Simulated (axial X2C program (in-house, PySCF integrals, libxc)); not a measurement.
NaAl⁻: from the spin-free to the two-component result

Computed with an in-house all-electron X2C program for linear molecules (integrals from PySCF). Spin-free means the one-electron spin-free X2C Hamiltonian; two-component (2c) means X2C with spin–orbit coupling and atomic mean-field two-electron Coulomb and Gaunt terms, so the difference of the two also holds small scalar two-electron terms. Basis: Al dyall-av3z [9s9p3d2f], Na dyall-av3z [10s9p5d2f] (cores contracted in-house); Gaussian nuclei, density fitting, unrestricted open shells. Masses: Al 26.982 u, Na 22.990 u.

Spin-free state: M_S = 1/2, Λ = 1 (beyond evenly filled blocks: π+α); fragments Al- + Na for PBE0, HF, MP2; Al + Na- for CCSD, CCSD(T), TPSSh.

```tsv
level	Re (Å)	ωe (cm⁻¹)	De (eV)	μ (D)
PBE0	3.163	153.0	n/a	-0.39
HF	3.517	92.3	n/a	-3.25
MP2	3.115	166.1	n/a	n/a
CCSD	3.177	153.6	0.751	n/a
CCSD(T)	3.153	159.7	n/a	n/a
TPSSh	3.179	152.8	0.824	-0.56
```

Correlated methods: 13 electrons correlated (number of frozen shells: Al 2 s, 1 p; Na 1 s), 241 virtual spin orbitals or spinors in MP2, 90 natural virtuals in coupled cluster.

Dipoles are positive if Na is the positive end and refer to the centre of mass.

Task: Within this multiplet, which Ω should lie lowest by the rule for regular and inverted multiplets?

Result: The open π shell holds one electron, so the multiplet is regular: Ω = Λ − 1/2 = 1/2. The PBE0 2c search agrees, though Ω = 3/2 of the search lies only 0.01 eV higher.

Two-component determinant lowest at the distance of the search:

Ω = 1/2 (⟨Sz⟩ = -0.50, ⟨Lz⟩ = 1.00 at HF); fragments Al- + Na for PBE0, HF, MP2; Al + Na- for CCSD, CCSD(T), TPSSh.

| level | Re (Å) | ωe (cm⁻¹) | De (eV) | μ (D) |
| --- | --- | --- | --- | --- |
| PBE0 | 3.163 | 152.8 | n/a | -0.41 |
| HF | 3.519 | 92.0 | n/a | -3.27 |
| MP2 | 3.116 | 166.4 | n/a | n/a |
| CCSD | 3.177 | 153.5 | 0.754 | n/a |
| CCSD(T) | 3.154 | 159.7 | n/a | n/a |
| TPSSh | 3.179 | 152.7 | 0.827 | -0.57 |

Task: From the two tables, how do the constants change at the CCSD(T) level (2c against spin-free)?

Result: At the CCSD(T) level Re is unchanged within 0.001 Å and ωe stays the same within 0.2 cm⁻¹.

Occupations by symmetry block were frozen at the best pattern of an incomplete PBE0 search. Dissociation energies refer to the lowest single-determinant-based atoms at the same level and basis. De is not given where an atomic determinant may have missed its ground term or J level, or where the truncated virtual space spoils (T). Density functionals use the spin component along the axis (collinear). CCSD and (T) use frozen natural virtuals with an MP2 correction for the truncation; (T) itself is uncorrected, so its De runs slightly low. The 2c atoms are single determinants rather than J levels; their spin–orbit lowering is only partly caught, and De is too large by that part. This holds for CCSD, TPSSh. PBE0 can misorder states that lie within some tenths of an eV, so this need not be the ground state of the molecule. The nearest other spin-free determinant of the search, M_S = 3/2, Λ = 0, lies 0.17 eV up at the distance of the search. Without a current term, density functionals place determinants with orbital angular momentum somewhat too high. The highest occupied level of some functionals is positive through self-interaction error; at Hartree–Fock it is bound. The T1 diagnostic is large, a sign of multireference character.
